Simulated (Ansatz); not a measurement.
**WS2: experiment and calculation**

**The experiment to reproduce.**

“Random anion distribution in MSxSe2−x (M = Mo, W) crystals and nanosheets”, 2018, pmc:9078701 quotes, for a bulk crystal of WS2: lattice constant a 3.1532 ± 0.0004 Å; lattice constant c 12.323 ± 0.005 Å.

The runs below are set against these values where they give the same quantity.

Method: Ansatz 0.2.0, DFT PBEsol, scalar-relativistic, plane waves, PAW.

Cutoff 420 eV; k points 12×12×4 on the computed 6-atom cell (Γ-centred); Gaussian smearing, width 0.02 eV; no spin polarisation.

Relaxed structure, symmetry kept:

```
W S
1.0
     3.14616    0.00000    0.00000
    -1.57308    2.72466    0.00000
     0.00000    0.00000   12.69390
W S
2 4
Direct
  0.33333 0.66667 0.25000
  0.66667 0.33333 0.75000
  0.33333 0.66667 0.62650
  0.66667 0.33333 0.12650
  0.33333 0.66667 0.87350
  0.66667 0.33333 0.37350
```

* Space group: P6_3/mmc (No. 194)
* Volume per atom: 18.14 Å³
* Formation energy from the elements' standard states (uncorrected): -0.910 eV/atom
* Kohn–Sham band gap: 1.09 eV, indirect from Γ to (0.174, 0.174, 0.000)
* Löwdin character of the top 1 eV of the valence band: W 5d 65 %, S 3p 30 %
* Löwdin character of the lowest 1 eV of the conduction band: W 5d 59 %, S 3p 32 %, unprojected 5 %
* Electron masses at the edge by Cartesian direction of the standard setting (m_e; degenerate bands sorted by energy; no spin-orbit coupling): x: 0.55; y: 0.53; z: 0.49
* Hole masses at the edge by Cartesian direction of the standard setting (m_e; degenerate bands sorted by energy; no spin-orbit coupling): x: 0.77; y: 0.77; z: 0.73
* Bader charges (e): W (2 in the cell) 1.32, S (4 in the cell) -0.66

Spin-orbit coupling is left out, which matters for the bands of heavy elements. Each cell of WS2 holds layers, and where no dispersion correction was added their binding is poorly described.

Measured lattice constant a of WS2: 3.1532 Å (quoted in the paper above). This calculation gives 3.146 Å (-0.2 %). Measured lattice constant c of WS2: 12.323 Å (quoted in the paper above). This calculation gives 12.694 Å (+3.0 %). 2 values of this kind are on record (12.32 to 12.323 Å); this one was drawn at random among those near their median, those with a stated uncertainty first. The calculation is for 0 K without zero-point motion.